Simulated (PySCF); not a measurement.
Series: triple bonds. All species are isolated molecules in the gas phase. Strings in code marks are SMILES.

Calculation: PBE-D3(BJ)/def2-TZVP // PBE0-D4/def2-TZVP (PySCF 2.14.0). All candidates: neutral, multiplicity 1. 

```yaml
HOMO–LUMO gap: 4.33 eV
LUMO: -2.80 eV
HOMO: -7.13 eV
```

Name which member has these values.
A. `B=S`
B. `[O+]#[Ge-]`
C. `[Si-]#[S+]`
D. `[C-]#[S+]`

B, `[O+]#[Ge-]`. The others give `[Si-]#[S+]`: 3.81 eV, -3.09 eV, -6.90 eV; `B=S`: 5.30 eV, -2.11 eV, -7.41 eV; `[C-]#[S+]`: 3.98 eV, -3.34 eV, -7.33 eV
